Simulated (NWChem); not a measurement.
Species: chlorine (Cl$_{2}$); SMILES ClCl

Results from NWChem. The level has its own optimisation; frequencies are unscaled.

Problem. Predict the results for Hartree-Fock/STO-3G. Quantities: r Cl–Cl (Å); highest harmonic frequency (cm⁻¹); zero-point energy (kcal/mol).

Solution. r Cl–Cl (Å): 2.063
highest harmonic frequency (cm⁻¹): 695
zero-point energy (kcal/mol): 1.0
